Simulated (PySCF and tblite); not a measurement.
The numbers below are computed, except where a source is named.
## Conformer ensemble of C5H9N, numbered as in [CH3:1][CH:2]([CH3:3])[CH2:4][C:5]#[N:6]

Conformers came from 60 starts (ETKDG and KDG, MMFF94s, GFN2-xTB); geometries are GFN2-xTB. Weights use PBE0-D3(BJ)/def2-SVP (IEF-PCM, benzene) energies plus GFN2-xTB zero-point and thermal terms (modes under about 100 cm⁻¹ blended into free rotors). Symmetry numbers and mirror images are counted. Conformers within 3 kcal/mol (GFN2-xTB free energy) were kept, 10 at most. GIAO shieldings: B97-2/pcSseg-1 (IEF-PCM, benzene). Shifts are against TMS (¹H), TMS (¹³C) at the same level. Run with PySCF (density fitting) and tblite.

Torsions listed: C1–C2–C4–C5. Of a mirror pair one member is shown.

```csv
conformer,shape,symmetry,E(GFN2) kcal/mol,E(DFT) kcal/mol,G(298.15 K) kcal/mol,weight %,dipole D
1,-63°,C1 (pair),0.00,0.08,0.00,66.8,4.39
2,62°,Cs,0.06,0.00,0.41,33.2,4.30
```

Weights (%) against temperature:

```csv
T (K),1,2,S(mix) cal/mol/K
250,66.4,33.6,2.18
273.15,66.6,33.4,2.18
298.15,66.8,33.2,2.18
323.15,66.9,33.1,2.18
373.15,67.1,32.9,2.18
```

Averaged shifts at 298.15 K. ¹H: 2.25 (H4, 2H), 1.90 (H2, 1H), 1.16 (H1/H3, 6H) ppm. ¹³C: 124.2 (C5), 31.9 (C2), 26.2 (C4), 24.0 (C1/C3) ppm.

Coordinates of conformer 1 (Å):

```xyz
15

C     0.397    1.394   -0.062
C    -0.133    0.006   -0.412
C    -1.655   -0.036   -0.306
C     0.481   -1.052    0.523
C     1.908   -1.135    0.358
N     3.041   -1.195    0.211
H     0.107    1.669    0.950
H    -0.005    2.136   -0.748
H     1.483    1.418   -0.130
H     0.158   -0.233   -1.441
H    -2.038   -1.015   -0.585
H    -1.973    0.183    0.711
H    -2.098    0.704   -0.968
H     0.266   -0.799    1.565
H     0.056   -2.037    0.311
```

Coordinates of conformer 2 (Å):

```xyz
15

C    -0.637    1.171   -0.724
C    -0.229   -0.284   -0.506
C    -1.036   -0.909    0.629
C     1.279   -0.380   -0.209
C     1.634    0.332    0.991
N     1.912    0.898    1.945
H    -0.444    1.756    0.173
H    -1.697    1.236   -0.957
H    -0.078    1.611   -1.549
H    -0.419   -0.847   -1.428
H    -0.762   -1.953    0.769
H    -0.854   -0.377    1.560
H    -2.099   -0.863    0.407
H     1.572   -1.426   -0.084
H     1.854    0.044   -1.038
```

Shifts are unscaled: against experiment ¹³C can be off by 15 ppm or more and ¹H by 0.8 ppm.

Search and properties took 43 s on 1 thread of Arm Neoverse V1, on a host shared with other jobs (rough), launched as `OMP_NUM_THREADS=1 python ens_run.py task.json out`.
